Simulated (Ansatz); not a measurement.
Consider the formal loss of a carbene: `[CH3][Mg][CH3]` → `[CH2]` (triplet) + `[CH3][MgH]`.

Calculated with Ansatz (gas phase, PBE0-D4/def2-TZVP geometries, no zero-point term in ΔE). CCSD(T)/CBS adds triple-zeta CCSD(T) − MP2 to the extrapolated MP2 energy (def2 sets, frozen cores). This one scheme is used for every species. Functionals use def2-TZVPP. B3LYP here is the variant with VWN-RPA as its local correlation; programs differ in this. Triplets are unrestricted, without spin–orbit coupling. For Mg outer-core shells are correlated without core-valence functions, which leaves a few kJ/mol of doubt a bond.

Q: Is it downhill or uphill in electronic energy at CCSD(T)/CBS, and by how much? (Best estimate.)

A: Ansatz gave: Uphill: ΔE = +112.4 kcal/mol.

Q: What do these levels give: PBE0-D4, B3LYP, HF/def2-TZVPP, SCS-MP2/def2-QZVPP, HF/CBS(def2), MP2/CBS(def2)? (Estimate.)

A: Computed: PBE0-D4 109.5, B3LYP 107.5, HF/def2-TZVPP 73.2, SCS-MP2/def2-QZVPP 114.1, HF/CBS(def2) 73.4, MP2/CBS(def2) 116.3 kcal/mol.

Largest T1 diagnostic among the species: 0.011.

From r2SCAN to r2SCAN0 (25 % exact exchange), in def2-TZVPP and without D4, ΔE moves by −1.4 kcal/mol. In def2-TZVPP, CCSD(T) changes the Hartree–Fock value by +34.9 kcal/mol (the triples alone add +2.9 kcal/mol) and MP2 by +38.8 kcal/mol.
